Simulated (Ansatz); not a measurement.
Members of the series nitrenes, diatomics and small unsaturated species; each row names its spin state. All species are isolated molecules in the gas phase. One relaxed conformer stands for each flexible species; it need not be the lowest. Strings in code marks are SMILES.

Quantity: adiabatic spin-state energy, in kJ/mol. The DFT solution of `[CH+]` and `[BH]` is unstable or spin-contaminated; the geometry comes from it. HF references are unrestricted for open shells and restricted for singlets. The restricted reference of `[BH]`, `[AlH]`, `[CH+]` and `[SiH+]` is unstable towards unrestricted orbitals.

Level 1: composite: frozen-core CCSD(T) with HF/cc-pV5Z and the correlation energy extrapolated as X^-3 from cc-pVQZ and cc-pV5Z, plus full CI minus CCSD(T) in cc-pVTZ // B3LYP-D3(BJ)/def2-TZVP (Ansatz, a quantum-chemistry and plane-wave program)
Level 2: frozen-core CCSD(T) with HF/cc-pV5Z and the correlation energy extrapolated as X^-3 from cc-pVQZ and cc-pV5Z // B3LYP-D3(BJ)/def2-TZVP (Ansatz)
Level 3: frozen-core full CI/6-31g // B3LYP-D3(BJ)/def2-TZVP (Ansatz)
Level 4: B3LYP/cc-pVTZ // B3LYP-D3(BJ)/def2-TZVP (Ansatz)

| species | level 1 | level 2 | level 3 | level 4 |
|---|---|---|---|---|
| `[AlH]`: multiplicity 3 minus multiplicity 1 | 181.2 | 181.5 | 156.9 | 182.4 |
| `[SiH+]`: multiplicity 3 minus multiplicity 1 | 218.5 | 218.9 | 183.5 | 210.6 |
| `[CH+]`: multiplicity 3 minus multiplicity 1 | 117.0 | 116.6 | 81.1 | 87.6 |
| `[BH]`: multiplicity 3 minus multiplicity 1 | 128.2 | 127.9 | 97.9 | 108.9 |
